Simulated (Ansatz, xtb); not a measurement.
A geometry optimisation of C2H7P+ with r2SCAN-D4/def2-SVP

The starting geometry of this gas-phase doublet has its atoms placed at random.

```xyz
10

C    -0.3128   -1.5912   -1.4035
C    -1.2752    0.1146   -0.5860
P     0.0642    1.0133   -0.2539
H    -1.4410   -1.5539   -1.2364
H    -0.9045   -0.1108   -1.4365
H     0.7975    0.6382   -1.9888
H     0.9381    2.0601    0.1009
H     1.2105    0.3186    1.0057
H    -1.3994    1.2072    0.9075
H     1.4820    1.1945   -0.9079
```

Task: Guess where an optimisation with r2SCAN-D4/def2-SVP ends from this start.

Result: It falls apart into C2H5P + H2 (formulas without charges). Distances that change by over a tenth: C2–H5 (0.95 → 1.11 Å). Contacts that open: P3–H10 (1.57 → 3.26 Å). Contacts that close: C1–C2 (2.12 → 1.32 Å), P3–H8 (1.84 → 1.41 Å), P3–H9 (1.88 → 1.41 Å), H6–H10 (1.40 → 0.76 Å).

The energy falls by 15.78 eV over 20 steps:

| step | E − E(last) (eV) |
| --- | --- |
| 1 | 15.784 |
| 3 | 8.253 |
| 5 | 4.750 |
| 7 | 1.750 |
| 9 | 0.204 |
| 12 | 0.015 |
| 14 | 0.005 |
| 16 | 0.002 |
| 18 | 0.000 |
| 20 | 0.000 |

Final geometry (Å):

```yaml
atoms:
  - { symbol: C, position_ang: [-0.7714, -1.2537, -1.0360] }
  - { symbol: C, position_ang: [-1.1404, -0.0090, -0.8057] }
  - { symbol: P, position_ang: [-0.2228, 0.9992, 0.3501] }
  - { symbol: H, position_ang: [-1.0643, -2.1239, -1.6274] }
  - { symbol: H, position_ang: [-2.0136, 0.4686, -1.2862] }
  - { symbol: H, position_ang: [1.8453, 0.4670, -1.9032] }
  - { symbol: H, position_ang: [0.2727, 2.1861, -0.2314] }
  - { symbol: H, position_ang: [0.8700, 0.2832, 0.8751] }
  - { symbol: H, position_ang: [-1.0211, 1.4127, 1.4397] }
  - { symbol: H, position_ang: [2.4049, 0.8604, -1.5738] }
```

From the same start GFN2-xTB reaches the same bonding as this run.

From so rough a start the end depends on the optimiser's path, so another program may land elsewhere. No frequencies were run, so the end isn't proven a minimum. Open shells are spin-unrestricted. Run with Ansatz 0.2.0, 86 s on 2 threads of Arm Neoverse V1 (shared host).
